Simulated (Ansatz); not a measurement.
```yaml
crystal:
  periodic: [false, false, false]
  atoms:
    - {symbol: C, position_ang: [-1.816902, -0.653707, 0.744562]}
    - {symbol: C, position_ang: [-0.704270, -0.201591, 0.807591]}
    - {symbol: S, position_ang: [0.835444, 0.430888, 0.954956]}
    - {symbol: C, position_ang: [1.380389, 0.453596, -0.749948]}
    - {symbol: O, position_ang: [0.759951, 0.097027, -1.697843]}
    - {symbol: H, position_ang: [-2.801185, -1.054536, 0.681047]}
    - {symbol: H, position_ang: [2.407774, 0.860224, -0.786065]}
basis:
  gaussian: {orbitals: cc-pVTZ-DK, point_charges: [{charge: 1.00, position_ang: [7.323, 0.689, 0.515]}]}
total_charge: 1
magnetization: {spin_polarized: true, initial_magnetization: 1}
hamiltonian: {xc: {name: HF}}
correlation: {active_space: {window: {electrons: 6, orbitals: 2}}}
output: {forces: true}
```

```sh
$ ansatz run in.yaml --threads 2 --pin off --events-out ev --progress --plain --max-ram 4352MiB
```

Shortened log:

```
Error: invalid value for `correlation.active_space`: it starts from restricted Hartree–Fock orbitals; set hamiltonian.xc: hf without magnetization.spin_polarized
```
